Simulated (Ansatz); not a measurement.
# Si₂H₅O+: functionals against CCSD(T) at one geometry

The task here is to estimate one member of a computed series from the others.

Computed with Ansatz 0.2.0, Gaussian basis. Level: single points in def2-TZVPP.

Correlated methods freeze the cores.

## The starting structure

SMILES `[SiH2+]O[SiH3]`, 8 atoms, charge 1, spin multiplicity 1.

Atoms are counted from 1 here; the program's logs count them from 0.

Bond lengths: Si1–O2 1.477 Å, Si1–H4 1.487 Å, Si1–H5 1.451 Å, O2–Si3 1.799 Å, Si3–H6 1.573 Å, Si3–H7 1.718 Å, Si3–H8 1.486 Å. Angles: O2–Si1–H4 120.2°, O2–Si1–H5 117.5°, H4–Si1–H5 122.2°, Si1–O2–Si3 175.7°, O2–Si3–H6 100.2°, O2–Si3–H7 104.7°, O2–Si3–H8 105.4°, H6–Si3–H7 115.6°, H6–Si3–H8 111.2°, H7–Si3–H8 117.3°.

Coordinates:

```xyz
8
charge 1, multiplicity 1
Si   -0.87960    1.01640   -1.10700
O    -0.07470    0.20330   -0.17360
Si    0.79980   -0.87180    0.97400
H    -2.19750    0.52110   -1.58580
H    -0.30720    2.26570   -1.57410
H     1.40840   -1.91570   -0.03240
H    -0.41970   -1.47400    2.02280
H     1.86100   -0.02520    1.57760
```

The first run:

run/in.yaml reads:

```yaml
crystal:
  periodic: [false, false, false]
  atoms:
    - {symbol: Si, position_ang: [-0.879600, 1.016400, -1.107000]}
    - {symbol: O, position_ang: [-0.074700, 0.203300, -0.173600]}
    - {symbol: Si, position_ang: [0.799800, -0.871800, 0.974000]}
    - {symbol: H, position_ang: [-2.197500, 0.521100, -1.585800]}
    - {symbol: H, position_ang: [-0.307200, 2.265700, -1.574100]}
    - {symbol: H, position_ang: [1.408400, -1.915700, -0.032400]}
    - {symbol: H, position_ang: [-0.419700, -1.474000, 2.022800]}
    - {symbol: H, position_ang: [1.861000, -0.025200, 1.577600]}
basis:
  gaussian: {orbitals: def2-TZVPP}
total_charge: 1
correlation: {method: ccsd_t}
output: {forces: true}
```

No record of the launch command was kept for these runs.

Among the steps run: CCSD(T)/def2-TZVPP; PBE0-D4/def2-TZVPP; wB97M-V/def2-TZVPP; r2SCAN-D4/def2-TZVPP; PBE-D4/def2-TZVPP; BLYP-D4/def2-TZVPP; wB97X-V/def2-TZVPP.

One of the session's tables, all rows but one given; the rest of the session is left out.

| method | RMS force component (eV/Å) | angle to CCSD(T) forces (°) |
| --- | --- | --- |
| CCSD(T) | 1.621 | reference |
| PBE0-D4 | 1.522 | 2.7 |
| wB97M-V | 1.589 | 2.3 |
| r2SCAN-D4 | 1.569 | 1.9 |
| PBE-D4 | 1.621 | 6.1 |
| BLYP-D4 | ? | ? |
| wB97X-V | 1.572 | 1.8 |

Estimate the missing values for BLYP-D4.

As computed: RMS force component (eV/Å): 1.636; angle to CCSD(T) forces (°): 6.0. In the column «RMS force component (eV/Å)» it is the highest.
